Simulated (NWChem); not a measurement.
## Atomisation of ozone (O$_{3}$)

SMILES: O=[O+][O-]
```xyz
3

O     -1.0889     0.0000    -0.2168
O      0.0000     0.0000     0.4335
O      1.0889     0.0000    -0.2168
```
Charge 0, spin multiplicity 1.

The numbers come from NWChem runs, not from measurements. All single points use one geometry, from PBE/def2-SVP, a minimum by its harmonic frequencies.

Basis set: def2-TZVP. The atomisation energy is electronic alone: no zero-point, thermal, spin-orbit or counterpoise terms. No value is extrapolated to the basis-set limit. Free atoms are single determinants with multiplicities O 3.

The species is likely to have several important configurations. The stability of the SCF solutions was not checked. Open-shell Hartree-Fock references start from PBE0 orbitals.

Problem. One of these methods gave an atomisation energy of -58.7 kcal/mol. Which?
A) r2SCAN
B) BP86
C) PBE0
D) HF

Solution. D, HF. The others give 138.5 (PBE0), 182.4 (BP86), 151.6 (r2SCAN).
